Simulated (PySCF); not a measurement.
[PH6]- (singlet). Method: PBE0/[P def2-TZVPD, H def2-TZVPD], no relativity, density fitting, PySCF.

Harmonic bands of its minimum:

```
ω (cm⁻¹)  IR (km/mol, summed over degenerate members)  degeneracy
    1117                                          0.0           3
    1173                                         1288           3
    1226                                          0.0           3
    1613                                          0.0           2
    1783                                         4549           3
    2070                                          0.0           1
```

Q: The central atom is P. Infer the point group and assign the bands.

A: Oh. The modes span t2u + 2t1u + t2g + eg + a1g: 1117 t2u, 1173 t1u, 1226 t2g, 1613 eg, 1783 t1u, 2070 a1g. The computed geometry has P–H 1.500 Å (×6); H–P–H 90.0° (×12), H–P–H 180.0° (×3).

This need not be the most stable arrangement of these atoms. The lowest empty level of this anion is unbound, so it and the gap depend on the basis.
